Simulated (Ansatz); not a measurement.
# Structure relaxation of Cs₂Cu

These are results of Ansatz, DFT PBE, scalar-relativistic, plane waves, PAW, not measurements. Cutoff 420 eV, Γ-centred k mesh, Gaussian smearing, no spin polarisation in the final step.

The start puts Cs₂Cu on the anti-CaC2 structure type (I4/mmm, No. 139), with Cu in place of Ca, Cs in place of C, at a guessed volume.

```
Cs Cu
1.0
    -2.55334    2.55334    4.18775
     2.55334   -2.55334    4.18775
     2.55334    2.55334   -4.18775
Cs Cu
2 1
Direct
  0.59300 0.59300 0.00000
  0.40700 0.40700 0.00000
  0.00000 0.00000 0.00000
```

Cell and atoms relax at zero pressure; the relaxation can't lower the symmetry of the start. After a coarse first stage the cell is made exact in the group found at 0.06 Å.

Energies over the elements count from the elements' standard structures at the same level, with no empirical corrections.

Q: Describe the relaxed structure.

A: It keeps I4/mmm (No. 139), but not the shape of the type it started on. Conventional cell: a = 4.550 Å, c = 18.039 Å. Cs has 4 Cu at 3.84 Å, 1 Cs at 4.18 Å and 4 Cs at 4.55 Å; Cu is coordinated by 8 Cs at 3.84 Å and 4 Cu at 4.55 Å.

```
Cs Cu
1.0
    -2.27494    2.27494    9.01936
     2.27494   -2.27494    9.01936
     2.27494    2.27494   -9.01936
Cs Cu
2 1
Direct
  0.61594 0.61594 0.00000
  0.38406 0.38406 0.00000
  0.00000 0.00000 0.00000
```

Q: What are its volume, energy, density and gap?

A: The volume per atom is 62.24 Å³, the density is 2.93 g/cm³ and the energy over the elements is 0.31 eV/atom. The gap on the 14×14×14 mesh is 0 eV (a metal).

The final run used a 14×14×14 mesh on its 3-atom cell and 0.10 eV smearing. The k mesh leaves about 4 meV/atom of noise in metals. A structure relaxed within its symmetry needn't be a true minimum.

Cost: 3 runs of about 5.9 core-minutes in all, on AMD EPYC 9B14 (Zen 4) (shared hosts).